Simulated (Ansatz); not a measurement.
in.yaml

```yaml
crystal:
  periodic: [false, false, false]
  atoms:
    - {symbol: Si, position_ang: [0.000000, -0.082067, 0.052858]}
    - {symbol: H, position_ang: [0.000000, 1.611149, -2.804074]}
    - {symbol: H, position_ang: [0.000000, 0.675585, 1.331232]}
basis:
  gaussian: {orbitals: cc-pVDZ}
magnetization: {spin_polarized: false, initial_magnetization: 2}
correlation: {method: fci, electrons: outside_noble_gas}
```

```sh
$ ansatz run in.yaml --threads 1 --pin off --events-out ev --progress --plain --max-ram 2393MiB
```

Output:

```
483 factors; integrals over basis functions are off by at most 1.6e-7 eV
mean field evaluation 1: about -7888.1203 eV, gradient 7.4e0 eV
mean field evaluation 2: about -7888.1221 eV, gradient 7.4e0 eV
mean field evaluation 4: about -7889.2031 eV, gradient 1.0e0 eV
mean field evaluation 8: about -7889.2198 eV, gradient 6.9e-5 eV
mean field evaluation 16: about -7889.1395 eV, gradient 4.4e-4 eV
mean field evaluation 32: about -7889.2160 eV, gradient 2.7e-1 eV
mean field -7889.21984921 eV, -289.9234819532 hartree, gradient 2.1e-6 eV, S^2 2.000000; 7 other end points of the search recorded, 0 dependent functions left out
mean field evaluation 64: about -7889.3413 eV, gradient 7.3e-2 eV
mean field evaluation 96: about -7889.2533 eV, gradient 1.0e-2 eV
determinant -7889.21984921 eV, -289.9234819532 hartree, with singles and doubles -7891.76167882 eV, -290.0168924684 hartree
determinant -7889.13951582 eV, -289.9205297555 hartree, with singles and doubles -7891.68562169 eV, -290.0140974204 hartree
determinant -7889.21984921 eV, -289.9234819532 hartree, with singles and doubles -7891.76262407 eV, -290.0169272057 hartree
determinant -7889.13951582 eV, -289.9205297555 hartree, with singles and doubles -7891.68570286 eV, -290.0141004036 hartree
5 core orbitals not correlated: weight in the atoms' cores, before any rotation towards them, 1.000 or more for the frozen orbitals, at most 0.000 for the correlated occupied ones
reference -7889.21984921 eV, -289.9234819532 hartree; 4, 2 occupied and 19, 21 virtual orbitals, 483 factors
state -7891.82770734 eV, -290.0193189717 hartree
Total energy: -7891.82770734 eV, -290.0193189717 hartree
```

Natural occupations: 1.9551 1.9007 1.0000 0.9862 0.0585 0.0332 0.0122 0.0108 0.0089 0.0082 0.0072 0.0060 0.0053 0.0034 0.0015 0.0012 0.0008 0.0004 0.0002 0.0001 0.0000 0.0000 0.0000.

Ran on 1 thread of Arm Neoverse V2, shared host: 5 s wall, 0.21 GiB peak host memory.
